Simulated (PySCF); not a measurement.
C2H6OS, SMILES O(CS)C (PBE0/def2-SVP optimised geometry):

```
10

C      0.838    -0.261     1.180
O      0.249    -0.732     0.000
C     -1.129    -0.732     0.000
S     -1.927     0.921     0.000
H      0.548    -0.878     2.053
H      0.553     0.786     1.384
H      1.927    -0.321     1.052
H     -1.552    -1.227     0.896
H     -1.456    -1.283    -0.892
H     -1.489     1.283    -1.225
```

Level of theory: PySCF 2.14.0 with PBE0/def2-TZVP.

### Question
What are the frontier orbital energies and the dipole moment?

### Answer
HOMO-2 -9.13 eV, HOMO-1 -7.74 eV, HOMO -7.13 eV, LUMO 0.47 eV, LUMO+1 1.46 eV; dipole moment 0.82 D.

Meta-Löwdin charges at PBE0/def2-TZVP: C1 -0.13, O2 -0.36, C3 -0.06, S4 -0.12, H5 0.10, H6 0.11, H7 0.13, H8 0.11, H9 0.14, H10 0.10.
